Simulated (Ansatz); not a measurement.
This geometry of CH6BSi (9 atoms, charge 0, multiplicity 2) is a first-order saddle point.

These are results of UKS PBE/6-31G (Ansatz 0.2.0), not measurements.

```xyz
9
Properties=species:S:1:pos:R:3
B -1.520 0.331 -1.312
Si -0.170 0.567 0.027
C 0.679 -0.890 0.941
H -2.067 1.052 -2.100
H 0.279 0.568 -1.533
H 0.280 1.908 0.592
H 0.465 -1.837 0.420
H 1.768 -0.739 0.995
H 0.284 -0.960 1.969
```

(1) Which two structures does it join? (They come from a converged band through this point; their orientation in space is the band's.)

(2) How far does it lie above each of them?

Results:

(1) Bonds broken: Si2–H5. Bonds formed: B1–H5.

First end point:

```xyz
9
Properties=species:S:1:pos:R:3
B -1.699 0.308 -1.161
Si 0.086 0.556 -0.294
C 0.629 -0.872 0.882
H -2.529 0.993 -1.700
H 1.031 0.590 -1.496
H 0.267 1.891 0.423
H 0.582 -1.838 0.355
H 1.663 -0.705 1.229
H -0.031 -0.922 1.764
```

Last end point:

```xyz
9
Properties=species:S:1:pos:R:3
B -0.960 0.563 -1.607
Si -0.179 0.607 0.182
C 0.808 -0.807 1.026
H -1.562 1.520 -2.019
H -0.836 -0.423 -2.289
H -0.291 1.808 1.107
H 0.902 -1.667 0.345
H 1.819 -0.462 1.307
H 0.299 -1.139 1.948
```

(2) 0.224 eV above the first and 1.629 eV above the second. This is the barrier of this one path; another mechanism may lie lower. Limits of this set-up: no polarisation functions.

Run time: 3.6 min on 1 thread of Arm Neoverse V2, on a shared host, peak memory 0.11 GiB.
